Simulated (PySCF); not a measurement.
Atom-mapped SMILES (the numbers label the heavy atoms): `[NH2:1][SiH2:2][NH2:3]` (H(Xn): hydrogen on atom n).

Geometry: PBE0-D3(BJ)/def2-SVP; GIAO shifts from PySCF 2.14, gas phase, non-relativistic, averaged over equivalent atoms.

At PBE0/pcSseg-1 (88 basis functions, 4.1 s wall time on 1 thread of an Arm Neoverse V1, shared host):
```
      atoms  δ (ppm)
      N1/N3     20.2
        Si2    -41.1
     H(Si2)     4.88
H(N1)/H(N3)     0.32
```

Scale: $^{15}$N (σref 265.67) vs NH3; TMS for $^{29}$Si (σref 351.99) and $^{1}$H (σref 31.27) (reference shieldings calculated alike).

Estimate the result of repeating the calculation with CAM-B3LYP/pcSseg-2.

Results:


| atoms | δ at CAM-B3LYP/pcSseg-2 | change |
| --- | --- | --- |
| N1/N3 | 23.6 | +3.4 |
| Si2 | -43.7 | -2.6 |
| H(Si2) | 4.91 | +0.03 |
| H(N1)/H(N3) | 0.55 | +0.23 |

References, each an isolated molecule treated in the same way: $^{15}$N (261.83 ppm) against NH3; $^{29}$Si (328.96 ppm) and $^{1}$H (31.34 ppm) against TMS.

The largest change is at N1/N3 (nitrogen bonded to Si, 2 H). Cost: 199 basis functions, 15 s wall time on 1 thread of an Arm Neoverse V1, shared host.

Experimental scales use liquid or dissolved standards, which lie at an offset from isolated NH3 (liquid NH3: subtract about 20 ppm).
